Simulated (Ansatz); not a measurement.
A calculation with Ansatz (development build ahead of 0.2.0).

```yaml
crystal:
  periodic: [false, false, false]
  atoms:
    - { symbol: "N", position_ang: [0.0, 0.0, -0.549] }
    - { symbol: "N", position_ang: [0.0, 0.0, 0.549] }
basis:
  gaussian: { orbitals: "6-31G" }
hamiltonian:
  xc: hf
correlation:
  method: ccsd_t
  frozen_orbitals: { "N": 1 }
```

The input is written out in the form of the current development build from the run's settings.

The run gave:

- Converged: yes
- Reference energy: -108.86774 hartree
- Correlation energy: -0.23341 hartree
- Total energy: -109.10115 hartree
